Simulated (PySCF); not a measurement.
Molecule: SMILES N1(C)C=CN=C1, C4H6N2.

Numbering as in the mapped SMILES `[CH3:1][n:2]1[cH:3][cH:4][n:5][cH:6]1`. Hydrogens are named by the atom that carries them.

Geometry PBE0-D3(BJ)/def2-SVP throughout; GIAO in PySCF, gas phase, one conformer, non-relativistic; equivalent atoms averaged; basis pcSseg-2.

For orientation, PBE0 gives these absolute shieldings σ: C6 39.5, C4 42.7, C3 58.3, C1 150.1, N5 -43.3, N2 75.5, H(C4) 23.95, H(C3) 24.29, H(C1) 27.68 ppm.

A run gave: C6 38.6, C4 41.9, C3 57.4, C1 149.3, N5 -44.8, N2 74.6, H(C4) 24.01, H(C3) 24.35, H(C1) 27.74 ppm (absolute shieldings σ).

Which functional was used in that run?
A. B3LYP
B. mPW1PW91
C. KT3
D. B97-D
E. KT2

## Answers

B. C6 tells them apart best: mPW1PW91 gives 38.6, B97-D gives 41.1, KT2 gives 48.1, KT3 gives 48.6, B3LYP gives 34.3 ppm.
